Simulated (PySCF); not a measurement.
**Basis-set dependence of population analyses: `Fc1ccsc1`**

C₄H₃FS.
Atom-mapped SMILES: `[F:1][c:2]1[cH:3][cH:4][s:5][cH:6]1` (hydrogens: H7 on C3; H8 on C4; H9 on C6)

PBE0 throughout (PySCF), one geometry, spherical d and f functions. Geometry: PBE0-D3(BJ)/def2-SVP; no solvent, vibrations or thermal averaging. The first 7 of 9 kinds of atom are listed.

Mulliken charges (e):

```tsv
basis	functions	F1	C2	C3	C4	S5	C6	H7
STO-3G	37	-0.074	+0.075	-0.130	-0.204	+0.297	-0.241	+0.089
6-31G	64	-0.314	+0.363	-0.092	-0.572	+0.540	-0.583	+0.204
pcSseg-0	64	-0.354	+0.318	-0.144	-0.598	+0.503	-0.581	+0.270
6-31G*	94	-0.309	+0.427	-0.193	-0.410	+0.329	-0.484	+0.197
def2-SVP	103	-0.198	+0.273	-0.054	-0.122	+0.100	-0.194	+0.044
cc-pVDZ	103	-0.154	+0.174	-0.006	-0.144	+0.172	-0.179	+0.028
pcSseg-1	124	-0.260	+0.308	-0.116	-0.280	+0.268	-0.341	+0.121
aug-cc-pVDZ	169	-0.574	+0.642	+0.592	-0.090	+0.527	+0.100	-0.373
6-311+G(2d,p)	188	-0.313	-0.094	-0.133	+0.003	-0.111	+0.241	+0.127
def2-TZVP	210	-0.187	+0.211	-0.210	-0.153	+0.084	-0.204	+0.142
cc-pVTZ	226	-0.147	+0.214	-0.198	-0.160	+0.105	-0.227	+0.140
IGLO-III	249	-0.241	+0.268	-0.159	-0.227	+0.346	-0.301	+0.100
```

IAO charges (e):

```tsv
basis	functions	F1	C2	C3	C4	S5	C6	H7
STO-3G	37	-0.087	+0.099	-0.212	-0.288	+0.402	-0.344	+0.144
6-31G	64	-0.239	+0.236	-0.213	-0.299	+0.320	-0.361	+0.179
pcSseg-0	64	-0.224	+0.228	-0.213	-0.300	+0.320	-0.363	+0.177
6-31G*	94	-0.248	+0.269	-0.213	-0.307	+0.354	-0.380	+0.169
def2-SVP	103	-0.248	+0.265	-0.215	-0.305	+0.363	-0.378	+0.167
cc-pVDZ	103	-0.249	+0.268	-0.217	-0.309	+0.361	-0.382	+0.170
pcSseg-1	124	-0.255	+0.267	-0.216	-0.313	+0.368	-0.384	+0.173
aug-cc-pVDZ	169	-0.262	+0.270	-0.219	-0.312	+0.364	-0.384	+0.175
6-311+G(2d,p)	188	-0.263	+0.270	-0.219	-0.319	+0.380	-0.390	+0.175
def2-TZVP	210	-0.263	+0.276	-0.219	-0.322	+0.384	-0.395	+0.174
cc-pVTZ	226	-0.260	+0.275	-0.220	-0.317	+0.374	-0.391	+0.174
IGLO-III	249	-0.264	+0.273	-0.220	-0.324	+0.388	-0.395	+0.175
```

Hirshfeld charges (e):

```csv
basis,functions,F1,C2,C3,C4,S5,C6,H7
STO-3G,37,-0.030,+0.034,-0.085,-0.069,+0.159,-0.111,+0.033
6-31G,64,-0.086,+0.060,-0.082,-0.079,+0.095,-0.111,+0.066
pcSseg-0,64,-0.077,+0.058,-0.087,-0.080,+0.121,-0.117,+0.062
6-31G*,94,-0.077,+0.065,-0.079,-0.074,+0.075,-0.106,+0.063
def2-SVP,103,-0.075,+0.061,-0.088,-0.079,+0.117,-0.114,+0.061
cc-pVDZ,103,-0.067,+0.057,-0.085,-0.077,+0.103,-0.113,+0.060
pcSseg-1,124,-0.078,+0.062,-0.086,-0.079,+0.112,-0.113,+0.062
aug-cc-pVDZ,169,-0.082,+0.058,-0.089,-0.085,+0.116,-0.115,+0.066
"6-311+G(2d,p)",188,-0.085,+0.057,-0.088,-0.084,+0.115,-0.114,+0.066
def2-TZVP,210,-0.082,+0.060,-0.087,-0.082,+0.109,-0.113,+0.065
cc-pVTZ,226,-0.078,+0.062,-0.086,-0.081,+0.105,-0.114,+0.064
IGLO-III,249,-0.083,+0.058,-0.091,-0.084,+0.127,-0.116,+0.064
```

ESP-fitted charges (e):

| basis | functions | F1 | C2 | C3 | C4 | S5 | C6 | H7 |
| --- | --- | --- | --- | --- | --- | --- | --- | --- |
| STO-3G | 37 | -0.099 | +0.219 | -0.252 | -0.086 | +0.087 | -0.213 | +0.120 |
| 6-31G | 64 | -0.232 | +0.420 | -0.278 | -0.244 | +0.046 | -0.383 | +0.196 |
| pcSseg-0 | 64 | -0.234 | +0.449 | -0.334 | -0.223 | +0.039 | -0.397 | +0.219 |
| 6-31G* | 94 | -0.152 | +0.304 | -0.217 | -0.290 | +0.084 | -0.387 | +0.178 |
| def2-SVP | 103 | -0.172 | +0.327 | -0.242 | -0.264 | +0.087 | -0.377 | +0.183 |
| cc-pVDZ | 103 | -0.152 | +0.302 | -0.219 | -0.293 | +0.100 | -0.393 | +0.179 |
| pcSseg-1 | 124 | -0.178 | +0.342 | -0.244 | -0.301 | +0.106 | -0.411 | +0.193 |
| aug-cc-pVDZ | 169 | -0.194 | +0.369 | -0.237 | -0.311 | +0.093 | -0.410 | +0.189 |
| 6-311+G(2d,p) | 188 | -0.191 | +0.361 | -0.236 | -0.328 | +0.109 | -0.420 | +0.193 |
| def2-TZVP | 210 | -0.182 | +0.344 | -0.238 | -0.296 | +0.093 | -0.392 | +0.188 |
| cc-pVTZ | 226 | -0.171 | +0.322 | -0.227 | -0.288 | +0.088 | -0.379 | +0.182 |
| IGLO-III | 249 | -0.185 | +0.345 | -0.229 | -0.315 | +0.112 | -0.406 | +0.186 |

**Question.** Which scheme is steadiest as the basis changes?

**Answer.** Largest range over the bases for any column: Hirshfeld 0.08 e, IAO 0.18 e, ESP-fitted 0.24 e, Mulliken 0.82 e. Hirshfeld charges move least and Mulliken charges most, counted in e. Without the minimal STO-3G basis the ranges are Hirshfeld 0.05, IAO 0.07, ESP-fitted 0.15, Mulliken 0.82 e.

**Question.** How much do the charges still move between the two largest bases, cc-pVTZ and IGLO-III?

**Answer.** At most, over all atoms: Mulliken 0.241 e, IAO 0.014 e, Hirshfeld 0.021 e, ESP-fitted 0.027 e.

**Question.** What do the same runs give for the total energy, the frontier levels and the dipole moment?

**Answer.** 
```csv
basis,energy (Eh),HOMO (eV),LUMO (eV),μ (D)
STO-3G,-644.1425,-3.94,2.93,0.93
6-31G,-651.7025,-6.91,-0.37,1.24
pcSseg-0,-650.7620,-7.30,-0.76,1.19
6-31G*,-651.7993,-6.68,-0.25,0.97
def2-SVP,-651.5128,-6.92,-0.50,1.10
cc-pVDZ,-651.8440,-6.80,-0.41,1.02
pcSseg-1,-651.7790,-7.02,-0.66,1.16
aug-cc-pVDZ,-651.8616,-6.96,-0.66,1.11
"6-311+G(2d,p)",-651.9124,-6.95,-0.67,1.17
def2-TZVP,-651.9411,-6.93,-0.62,1.11
cc-pVTZ,-651.9343,-6.90,-0.57,1.06
IGLO-III,-651.9412,-6.93,-0.57,1.19
```

The dipole is fixed by the density alone, so its range of 0.31 D shows that the density itself changes with the basis, not only its division among atoms.
